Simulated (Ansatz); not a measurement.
These are B3LYP-D3(BJ)/def2-TZVP (Ansatz, a first-principles code) values and carry that method's errors. No frequencies were computed at this level.

Ansatz 0.2 input:
```yaml
crystal:
  periodic: [false, false, false]
  atoms:
    - { symbol: Cl, position_ang: [-1.064905, -1.397438, -0.206692] }
    - { symbol: C, position_ang: [0.0, 0.0, 0.0] }
    - { symbol: Cl, position_ang: [-0.91908, 1.487018, -0.271377] }
    - { symbol: Cl, position_ang: [1.328103, -0.093266, -1.164912] }
    - { symbol: Cl, position_ang: [0.655881, 0.003686, 1.642979] }
basis:
  gaussian: { orbitals: def2-tzvp }
hamiltonian:
  xc: b3lyp
  dispersion: d3bj
relax:
  max_steps: 150
```

Output:

```
Functional definition: B3LYP
1232 factors; their error is unknown
mean field evaluation 1: about -51129.7766 eV, gradient 1.2e1 eV
mean field evaluation 2: about -51129.9316 eV, gradient 9.7e0 eV
mean field evaluation 4: about -51130.0816 eV, gradient 6.0e-1 eV
mean field evaluation 8: about -51130.1978 eV, gradient 1.3e-2 eV
mean field -51130.19781283 eV, -1879.0001123288 hartree, gradient 3.2e-6 eV, S^2 0.000000; 0 other end points of the search recorded, 0 dependent functions left out
reference -51130.19807439 eV, -1879.0001219409 hartree; 37, 37 occupied and 142, 142 virtual orbitals, 1232 factors
relax step   1: F+E_penalty+E_count = -51130.60351741 eV  Δ(F+E_penalty+E_count) = +0.000e0 eV  max|allowed force component| = 2.627e-1 eV/Å  Δτ_max = 0.0000 Å  (27 SCF iters, accepted)
these checks for a lower state are left out or cut short: starts, cluster_reference, orbital_swaps, neighbouring_geometries, increment
1232 factors; their error is unknown
mean field evaluation 16: about -51130.0871 eV, gradient 5.8e-1 eV
mean field -51130.20327154 eV, -1879.0003129326 hartree, gradient 6.9e-6 eV, S^2 0.000000; 0 other end points of the search recorded, 0 dependent functions left out
reference -51130.20353359 eV, -1879.0003225628 hartree; 37, 37 occupied and 142, 142 virtual orbitals, 1232 factors
relax step   2: F+E_penalty+E_count = -51130.60804348 eV  Δ(F+E_penalty+E_count) = -4.526e-3 eV  max|allowed force component| = 1.230e-1 eV/Å  Δτ_max = 0.0055 Å  (32 SCF iters, accepted)
these checks for a lower state are left out or cut short: starts, cluster_reference, orbital_swaps, neighbouring_geometries, increment
1232 factors; their error is unknown
mean field -51130.20541334 eV, -1879.0003916424 hartree, gradient 6.9e-6 eV, S^2 0.000000; 0 other end points of the search recorded, 0 dependent functions left out
reference -51130.20567583 eV, -1879.0004012887 hartree; 37, 37 occupied and 142, 142 virtual orbitals, 1232 factors
relax step   3: F+E_penalty+E_count = -51130.60934499 eV  Δ(F+E_penalty+E_count) = -1.302e-3 eV  max|allowed force component| = 1.881e-3 eV/Å  Δτ_max = 0.0049 Å  (32 SCF iters, accepted)
1232 factors; their error is unknown
mean field evaluation 32: about -51130.0898 eV, gradient 1.8e-1 eV
mean field -51130.20541334 eV, -1879.0003916424 hartree, gradient 1.2e-5 eV, S^2 0.000000; 1 other end points of the search recorded, 0 dependent functions left out
reference -51130.20567583 eV, -1879.0004012887 hartree; 37, 37 occupied and 142, 142 virtual orbitals, 1232 factors
Total energy: -51130.60960748 eV, -1879.0152455030 hartree
Atom 0 at    -1.071117    -1.405590    -0.207898 Å, force    -0.001218    -0.001599    -0.000236 eV/Å
Atom 1 at    -0.000000     0.000000    -0.000000 Å, force    -0.000003     0.000000    -0.000001 eV/Å
Atom 2 at    -0.924441     1.495692    -0.272960 Å, force    -0.001051     0.001702    -0.000310 eV/Å
Atom 3 at     1.335850    -0.093810    -1.171707 Å, force     0.001521    -0.000107    -0.001333 eV/Å
Atom 4 at     0.659707     0.003708     1.652563 Å, force     0.000751     0.000004     0.001881 eV/Å
Dipole moment:     0.000000    -0.000000     0.000000 e Å
```

Cost: roughly 26 core-seconds.
